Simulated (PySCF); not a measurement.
Molecule: `InChI=1S/C2H2F2/c3-1-2-4/h1-2H/b2-1-`.

Geometry (Å), atoms numbered from 1 in this order:
```xyz
6

F    -1.609   -0.661    0.001
C    -0.627    0.228    0.000
C     0.658   -0.111    0.000
F     1.075   -1.368    0.002
H    -0.950    1.272   -0.001
H     1.453    0.639   -0.001
```

Geometry PBE0-D3(BJ)/def2-SVP throughout; GIAO in PySCF 2.14.0 with density-fitted response routines, gas phase, one conformer, non-relativistic; equivalent atoms averaged; functional PBE0.

(1) How do the absolute shieldings σ depend on the basis set? (ppm; last column core-seconds on shared hosts with different chips, so compare them loosely)

(2) Which nucleus moves most, in ppm?

(3) Taking the largest basis, pcSseg-2 (172 functions), as the yardstick, rank the others by their worst heavy-atom deviation.

Answers

(1) 
```tsv
basis set	functions	F1/F4	C2/C3	H5/H6	core-s
STO-3G	22	354.7	121.7	27.31	1.1
6-31G	40	336.4	63.4	26.23	1.9
pcSseg-0	40	334.5	38.6	26.28	2.8
6-31G*	60	348.3	61.9	25.98	2.4
def2-SVP	66	350.1	58.1	25.53	2.5
cc-pVDZ	66	346.6	61.3	25.38	4.3
pcSseg-1	78	336.4	40.6	25.06	2.8
aug-cc-pVDZ	110	349.4	60.2	25.03	7.1
6-311+G(2d,p)	120	339.4	44.5	25.30	4.7
def2-TZVP	136	340.1	44.2	25.21	5.6
cc-pVTZ	148	339.9	45.7	25.06	10
IGLO-III	160	338.5	37.5	25.08	11
pcSseg-2	172	337.9	36.8	24.94	7.1
```

(2) C2/C3 (alkene CH): from 36.8 ppm with pcSseg-2 to 121.7 ppm with STO-3G. The smallest spread is 2.37 ppm, at H5/H6. Proton shifts span only some 12 ppm, so a few tenths of a ppm matter as much there as several ppm in carbon.

(3) IGLO-III 0.7 ppm (160 functions), pcSseg-0 3.4 ppm (40 functions), pcSseg-1 3.8 ppm (78 functions), def2-TZVP 7.3 ppm (136 functions), 6-311+G(2d,p) 7.7 ppm (120 functions), cc-pVTZ 8.9 ppm (148 functions), def2-SVP 21.3 ppm (66 functions), aug-cc-pVDZ 23.3 ppm (110 functions), cc-pVDZ 24.4 ppm (66 functions), 6-31G* 25.1 ppm (60 functions), 6-31G 26.6 ppm (40 functions), STO-3G 84.9 ppm (22 functions).

A small basis that lands close on one nucleus may do so by chance; judge by the trend and by all nuclei.
